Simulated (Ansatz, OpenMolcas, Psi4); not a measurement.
How methods differ on CF+ (SMILES [C+]F)

The species is CF+ (2 atoms), meant as a singlet with charge +1. SMILES: `[C+]F`. The coordinates come from a PBE0-D4/def2-TZVP relaxation.

```xyz
2

C     0.4923   -0.1608    0.2532
F    -0.4923    0.1608   -0.2532
```

Each level gives the HOMO–LUMO gap (eV). The values are calculated.

```json
{"level": "HF/aug-cc-pVTZ", "kind": "Hartree–Fock", "program": "OpenMolcas", "value (eV)": "19.06", "CPU time": "11 s"}
{"level": "SVWN5/aug-cc-pVTZ", "kind": "LDA", "program": "Psi4", "value (eV)": "5.93", "CPU time": "9.6 s"}
{"level": "BLYP/aug-cc-pVTZ", "kind": "GGA", "program": "Ansatz", "value (eV)": "6.22", "CPU time": "1.9 s"}
{"level": "TPSS/aug-cc-pVTZ", "kind": "meta-GGA", "program": "OpenMolcas", "value (eV)": "6.70", "CPU time": "27 s"}
{"level": "BHLYP/aug-cc-pVTZ", "kind": "global hybrid", "program": "Psi4", "value (eV)": "12.70", "CPU time": "25 s"}
{"level": "M06-2X/aug-cc-pVTZ", "kind": "hybrid meta-GGA", "program": "OpenMolcas", "value (eV)": "12.46", "CPU time": "26 s"}
{"level": "CAM-B3LYP/aug-cc-pVTZ", "kind": "range-separated hybrid", "program": "Psi4", "value (eV)": "12.37", "CPU time": "16 s"}
{"level": "B2PLYP/aug-cc-pVTZ", "kind": "double hybrid", "program": "OpenMolcas", "value (eV)": "13.09", "CPU time": "18 s"}
```

The values span 5.93 to 19.06 eV. Orbital gaps aren't excitation energies, and those of double hybrids come from the SCF part alone; they tend to grow with the share of exact exchange. Times are those of the runs behind each value, whatever else they computed, on shared processors of several kinds: orders of magnitude only.
